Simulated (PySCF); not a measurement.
## Electron affinity of S by level of theory

S⁻ [Ne] 3s2 3p5 (2P) → S [Ne] 3s2 3p4 (3P), as a difference of total energies. Computed with PySCF 2.14 in dyall-av3z, with the spin-free X2C one-electron Hamiltonian (Gaussian nucleus). Correlated levels: valence: [Ne] frozen; virtual orbitals above 40 to 60 times the deepest correlated orbital energy dropped. The calculations carry no spin-orbit coupling.

| method | electron affinity (eV) | error (eV) |
| --- | --- | --- |
| UHF | 0.870 | -1.207 |
| LDA | 2.384 | +0.307 |
| PBE | 2.156 | +0.079 |
| PBE0 | 2.054 | -0.023 |
| r2SCAN | 2.105 | +0.028 |
| B97-3 | 2.127 | +0.050 |
| wB97X-V | 2.111 | +0.034 |
| B3LYP | 2.192 | +0.115 |
| r2SCAN0 | 2.032 | -0.045 |
| MP2 (valence) | 1.920 | -0.157 |
| SCS-MP2 (valence) | 1.917 | -0.160 |

Reference: 2.077 eV (measured; photodetachment measurements, as compiled on the Wikipedia data page of electron affinities).

Errors of the correlated levels include the incompleteness of this basis and the frozen core.

In the anion the highest occupied orbital energy is positive at LDA, PBE, PBE0, r2SCAN, B97-3, B3LYP, a self-interaction effect; the basis confines that electron, and the energy difference can still be sensible.
